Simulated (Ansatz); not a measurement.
Saddle point of SiH4ClF, singlet (SiH₂ClF ([F][SiH2][Cl]) + H₂ → SiH₃Cl ([SiH3][Cl]) + HF; bonds formed: Si1–H7, F2–H6; bonds broken: Si1–F2, H6–H7), PBE0-D4/def2-TZVP structure:

Si1  (-0.263, -0.256, -0.233)
F2  (0.399, 0.350, 1.476)
H3  (-0.265, -0.317, -1.719)
H4  (-0.136, -1.644, 0.244)
Cl5  (-2.040, 0.705, 0.094)
H6  (1.098, 0.611, 0.563)
H7  (1.206, 0.553, -0.424)
(Å)

Energies are electronic, without zero-point energy. Barriers and step energies count from the start structure reached by relaxing down the imaginary mode; all methods use the PBE0-D4 structures, on which another method's saddle can fall below an end. Ansatz 0.2.0; basis: def2-TZVPP, with def2-QZVPP for the basis limit; cores frozen in the correlated methods. B3LYP uses VWN-RPA correlation. Extrapolation: Hartree–Fock as exp(−7.88 √X), correlation as X^−2.97.

```tsv
method	barrier (kcal/mol)	step energy (kcal/mol)
SPW92	44.02	21.41
PBE-D4	52.76	23.19
BLYP-D4	?	25.58
r2SCAN-D4	57.76	26.46
B97M-V	60.87	26.93
PBE0-D4	57.29	23.26
B3LYP-D4	61.57	25.47
r2SCAN0-D4	60.57	25.73
BHLYP-D4	?	25.97
CAM-B3LYP-D4	61.79	25.79
wB97X-V	?	25.29
wB97M-V	60.67	25.63
B2PLYP	63.24	26.17
PBE-QIDH	61.49	24.67
RPA on PBE	63.39	25.17
HF	79.74	27.25
MP2	63.43	26.23
CCSD	66.19	25.13
CCSD(T)	63.80	25.15
```

**Question.** Fill in the withheld barriers. (An estimate is asked for; the value comes from the calculation.)

**Answer.** The calculation gives: BHLYP-D4 66.70; wB97X-V 61.35; BLYP-D4 58.72 kcal/mol. Each is the energy of the saddle less that of the start structure, by the same method.

For comparison, the barrier by CCSD(T) at an estimated basis limit (MP2 extrapolated from triple and quadruple zeta, plus CCSD(T) − MP2 in triple zeta) is 63.64 kcal/mol.

The T1 diagnostic stays at or below 0.012.

Labels in which every atom is bracketed show which atoms are joined, not bond orders.

For scale, one of the runs: CCSD(T)/def2-TZVPP, 171 basis functions, launched by `ansatz run in.yaml --threads 2 --pin off --events-out ev --progress --plain --max-ram 4352MiB`. Hardware: 2 CPU threads of an Arm Neoverse V1, shared host. Wall time 27 s; peak host memory 1.4 GiB.
